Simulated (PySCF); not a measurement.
## Rotational lines of SF⁻

Lines J+1 ← J of the vibrational ground state, computed from RHF-CCSD(T) constants of SF⁻, ¹Σ⁺ (singlet), closed shell (basis S def2-TZVPPD, F def2-TZVPPD; no relativity; PySCF 2.14; masses 31.9721 and 18.9984 u), in MHz:

| J | ν (MHz) |
| --- | --- |
| 5 | 169096.9 |
| 6 | 197268.1 |
| 7 | 225434.0 |
| 8 | 253593.8 |
| 9 | 281746.8 |

(1) Find B0 and the effective bond length r0; with αe = 0.00439 cm⁻¹, find Re.

Correlated steps freeze 6 core orbitals. For an ion De counts to the pair picked by the measured ionisation energies or electron affinities, which need not be the lowest pair at this level. Where the molecule has an RHF reference, its open-shell atoms are computed with UHF.

Answers

(1) ν = 2B0(J+1) − 4D(J+1)³ gives B0 = 0.47012 cm⁻¹. With the reduced mass μred = 11.917 u, r0 = √(16.8576/(μred·B0)) (u, cm⁻¹, Å) = 1.7346 Å. Be = B0 + αe/2 = 0.47231 cm⁻¹ gives Re = 1.731 Å.
